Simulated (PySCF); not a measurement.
Spin–spin coupling constants

Cartesian coordinates in Å; atom numbers follow the order of the lines, from 1:
```xyz
5

B    -0.0001    0.0002   -0.0147
F     0.0105   -0.0192    1.4229
H     1.1765    0.0116   -0.4781
H    -0.5979    1.0255   -0.4511
H    -0.5889   -1.0181   -0.4790
```

Total charge -1.

Indirect spin–spin couplings were computed at B3LYP/pcJ-1 (PySCF 2.14.0 with density-fitted response routines) on a PBE0-D3(BJ)/def2-SVP structure, for the isolated molecule, without vibrational or relativistic corrections. Couplings are averaged over pairs made equivalent by symmetry, fast rotation or ring inversion, so a value needn't be that of the named pair in this geometry, while other rotamers aren't included; one pair stands for each set, and the list holds those of at least 0.8 Hz over up to four bonds.

Isotopes: ¹¹B, ¹⁹F, ¹H.

| pair | bonds | J (Hz) |
| --- | --- | --- |
| B1, F2 | 1 | ? |
| B1, H3 | 1 | 97.7 |
| F2, H3 | 2 | 47.6 |
| H3, H4 | 2 | ? |

Task: Estimate the withheld couplings, with signs.

Result: 
- ¹J(B1,F2) = -132.7 Hz (bond length 1.438 Å)
- ²J(H3,H4) = -5.7 Hz
